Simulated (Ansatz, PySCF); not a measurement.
This Ansatz (an electronic-structure program) input computes a CCSD(T)/cc-pVDZ energy:

Ansatz 0.2 input:
```yaml
crystal:
  periodic: [false, false, false]
  atoms:
    - {symbol: C, position_ang: [-0.00000000, -0.00000000, -0.49689011]}
    - {symbol: N, position_ang: [0.00000000, 0.00000000, 0.64927938]}
    - {symbol: H, position_ang: [-0.00000000, -0.00000000, -1.56361504]}
basis:
  gaussian:
    orbitals: cc-pVDZ
magnetization: {spin_polarized: false}
correlation: {method: ccsd_t, electrons: outside_noble_gas}
```

Q: Write an input for the same energy in PySCF and say what it gives.

A: 
```python
from pyscf import gto, scf, mp, cc as ccmod

mol = gto.M(
    atom='''
    C    -0.00000000   -0.00000000   -0.49689011
    N     0.00000000    0.00000000    0.64927938
    H    -0.00000000   -0.00000000   -1.56361504
    ''',
    basis='cc-pvdz',
    charge=0,
    spin=0,
    verbose=4,
)

mf = scf.RHF(mol)
mf.conv_tol = 1e-10
mf.max_cycle = 100
mf.kernel()
mp2 = mp.MP2(mf, frozen=2).run()
cc = ccmod.CCSD(mf, frozen=2)
cc.max_cycle = 100
cc.kernel()
et = cc.ccsd_t()
print(f'E(CCSD(T)) = {cc.e_tot + et:.9f}')
```
It gives -93.18751 Eh, and Ansatz -93.18751 Eh, a difference of 0.00 mEh.
